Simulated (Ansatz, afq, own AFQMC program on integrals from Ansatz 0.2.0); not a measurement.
AFQMC on a folder of integrals that Ansatz 0.2.0 wrote.

```yaml
crystal:
  periodic: [false, false, false]
  atoms:
    - {symbol: Al, position_ang: [0.000000, 0.000000, 0.000000]}
    - {symbol: H, position_ang: [0.000000, 0.000000, 4.532000]}
basis:
  gaussian: {orbitals: cc-pVTZ}
magnetization: {spin_polarized: false}
correlation: {method: ccsd_t, electrons: outside_noble_gas, hamiltonian_folder: ham}
```

```sh
$ ansatz run in.yaml --threads 1 --pin off --events-out ev --progress --plain --max-ram 16896MiB --backend cuda --devices 0, --max-vram 18GiB
```

afq runs on the folder ham with

```
--method phaseless --trial cisd --walkers 4000 --populations 20 --least-time 60 --time-step 0.005 --steps-per-block 50 --equilibration-blocks 40 --max-blocks 4000 --target-error 0.00024 --factor-cut 1e-05 --seed 2815 --release-times 0.24,0.51,0.99,1.62,2.4 --release-step 0.03 --release-every 3 --taylor-order 6
```

Times are imaginary, in 1/Eh. The walk had a cap of 129 s. With eight or more populations the least sampling time is a fifth of least-time, and the error comes from their spread.

afq prints:

```
orbitals 43  electrons 2 2  factors 257 of 283
reference energy -242.29242628 Eh
CCSD correlation -0.12938742 Eh in 15 cycles, weight of the determinant in the CISD state 0.4702
energy of the start -242.421800 Eh
 block  time / (1/Eh)  mean weight  energy / Eh
     1     0.250  0.9996  -242.421353
     2     0.500  0.9999  -242.421459
     3     0.750  0.9999  -242.421805
     4     1.000  1.0000  -242.422269
     5     1.250  1.0000  -242.422788
    11     2.750  1.0000  -242.425568
    23     5.750  1.0000  -242.428403
    35     8.750  1.0000  -242.428295
    47    11.750  1.0000  -242.427247
    59    14.750  1.0002  -242.425979
    71    17.750  0.9997  -242.427842
    83    20.750  1.0001  -242.428499
    93    23.250  1.0001  -242.429089
    95    23.750  0.9999  -242.427807
   107    26.750  1.0002  -242.427257
   109    27.250  1.0002  -242.427347
error from the spread of 20 populations
released: time / (1/Eh)  energy / Eh  error  mean overlap
  0.24  -242.427795  0.000167  0.9973
  0.51  -242.428092  0.000173  0.9970
  0.99  -242.428594  0.000168  0.9970
  1.62  -242.429029  0.000159  0.9923
  2.40  -242.429413  0.000226  0.9907
energy -242.427416 +/- 0.000211 Eh
(rows thinned)
```

The run passed its tests (sampling time, drift between the halves within three errors, error under three times the target), which doesn't prove that it has relaxed.

Against this walk (error 5.7 meV) on the same determinant: CCSD(T) 527.8 meV lower, CCSDT(Q) 185.8 meV lower, full CI 157.3 meV lower. The error is statistical and leaves out the bias of the constraint. The released energies are still falling (meV from the phaseless value at times in 1/Eh: -10 ± 5 at 0.24, -18 ± 5 at 0.51, -32 ± 5 at 0.99, -44 ± 4 at 1.62, -54 ± 6 at 2.40), so they give no level; they do show a bias of the constraint, and the last of them that isn't too noisy lies 103 meV above full CI. Full CI is exact here, so the walk's 157 meV above it is the walk's own error: the bias of the constraint with this trial. The determinant is a poor start (see the cautions), so the low cluster orders aren't to be relied on, and full CI is the sure value.

Cautions: constraint bias not in the error; restricted determinant unstable towards unrestricted (UHF 2.36 eV lower, ⟨S²⟩ 1.01); strong correlation (T1 0.254, weight of the determinant 0.47, largest double 0.88); (T) is large, 19 % of the CCSD correlation; CCSD(T) is in doubt: in a space of 4 electrons in 9 natural orbitals full CI lies 231 meV above it; the CCSDT(Q) amplitudes may be one of several solutions (largest double 0.98); the next higher spin lies close (full CI puts it 44 meV above); CCSDT(Q) on the UHF determinant differs (37 meV higher), and it is the one that meets full CI.

The walk took 44 s on 1 × NVIDIA H100 80GB HBM3 with 2 threads of AMD EPYC 7R13 Processor (Zen 3), with other jobs on the host (the card was shared). The log's last line is the phaseless energy.

CCSDT and higher add their correlation energy to the determinant of the CCSD(T) run, since their own runs factorise the integrals more tightly (a shift of under 2 meV). A walk keeps the symmetry of its determinant, which the program's search chose and which needn't be the lowest solution, so a lower state of the same spin and another symmetry isn't excluded.
